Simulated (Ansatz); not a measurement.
**BH₂NaS: single points off equilibrium**

The task here is to estimate one member of a computed series from the others.

Computed with Ansatz 0.2.0, Gaussian basis. Level: single points in def2-TZVPP.

Cores are frozen in the correlated methods. The outer core shell of Li, Na, Mg and K is correlated.

1 further run of the same task is left out (it didn't finish).

### The starting structure

SMILES `B[S][Na]`, 5 atoms, charge 0, spin multiplicity 1.

Atoms are counted from 1 here; the program's logs count them from 0.

Bond lengths: B1–S2 1.710 Å, B1–H4 1.258 Å, B1–H5 1.258 Å, S2–Na3 2.424 Å. Angles: S2–B1–H4 113.5°, S2–B1–H5 126.8°, H4–B1–H5 119.5°, B1–S2–Na3 119.6°.

Coordinates:

```xyz
5
BH2NaS
B     0.2277    0.4003   -0.6538
S     0.5341   -0.8614    0.4590
Na   -1.0055   -1.2428    2.2926
H     0.8741    0.2914   -1.7272
H    -0.6013    1.3376   -0.5216
```

Set-up of the first run:

Contents of run/in.yaml:

```yaml
crystal:
  periodic: [false, false, false]
  atoms:
    - {symbol: B, position_ang: [0.227662, 0.400260, -0.653793]}
    - {symbol: S, position_ang: [0.534122, -0.861385, 0.459034]}
    - {symbol: Na, position_ang: [-1.005499, -1.242835, 2.292633]}
    - {symbol: H, position_ang: [0.874098, 0.291377, -1.727187]}
    - {symbol: H, position_ang: [-0.601258, 1.337596, -0.521606]}
basis:
  gaussian: {orbitals: def2-TZVPP}
hamiltonian: {xc: pbe, dispersion: d4}
output: {forces: true}
```

Started as:

```sh
> ansatz run in.yaml --threads 2 --pin off --events-out ev --progress --plain --max-ram 3481MiB
```

Among the steps run: PBE-D4/def2-TZVPP; r2SCAN-D4/def2-TZVPP; PBE0-D4/def2-TZVPP; wB97M-V/def2-TZVPP; CCSD(T)/def2-TZVPP.

One of the session's tables, all rows but one given; the rest of the session is left out.

| method | RMS force component (eV/Å) | angle to CCSD(T) forces (°) | dipole (D) |
| --- | --- | --- | --- |
| PBE-D4 | 0.760 | 5.0 | 8.84 |
| r2SCAN-D4 | 0.783 | 2.9 | 9.51 |
| PBE0-D4 | ? | ? | ? |
| wB97M-V | 0.810 | 5.3 | 9.46 |
| CCSD(T) | 0.855 | reference | 9.75 |

Estimate the missing values for PBE0-D4.

The run gave: RMS force component (eV/Å): 0.763; angle to CCSD(T) forces (°): 3.8; dipole (D): 9.33. In the column «RMS force component (eV/Å)» it lies between PBE-D4 (0.760) and r2SCAN-D4 (0.783).
